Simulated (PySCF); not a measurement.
H2Si, charge +1, multiplicity 2. Atoms are numbered in the order given.

```xyz
3

Si     0.0000     0.0000    -0.0935
H      0.0000    -1.2898     0.6547
H      0.0000     1.2898     0.6547
```
Charge +1, spin multiplicity 2.

Geometry: PBE0-D3(BJ)/def2-TZVPD. The isomer is the one that the SMILES or the coordinates give; other isomers of the formula were not compared.

Method: PBE0/def2-TZVPD (PySCF).

Mulliken values depend strongly on the basis, most of all with diffuse functions as here. ESP charges are fitted to the potential on shells at 1.4 to 2.0 van der Waals radii. Atomic charges (e):

```csv
atom,Mulliken,meta-Löwdin,ESP fit,Mulliken spin
Si1,0.67,?,0.89,0.79
H2,0.16,?,0.06,0.11
H3,0.16,?,0.06,0.11
```

Some entries are withheld; supply them. (The exact figures need the calculation; the answer reports its results.)


- Si1, meta-Löwdin: 0.91
- H2, meta-Löwdin: 0.04
- H3, meta-Löwdin: 0.04
